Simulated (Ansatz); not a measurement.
A calculation with Ansatz (development build ahead of 0.2.0).

```yaml
crystal:
  periodic: [false, false, false]
  atoms:
    - { symbol: "N", position_ang: [0.0, 0.0, -0.42011] }
    - { symbol: O, position_ang: [0.0, 0.9763, 0.1838] }
    - { symbol: O, position_ang: [0.0, -0.9763, 0.1838] }
basis:
  gaussian: { orbitals: cc-pVDZ }
total_charge: -1
hamiltonian:
  xc: hf
```

The input is written out in the form of the current development build from the run's settings.

The run gave:

- Converged: yes
- Total energy: -204.05665 hartree
- Spin squared of the determinant: 0.000

Caution: no unrestricted run beside it, a lower state can exist; no diffuse functions for an anion.
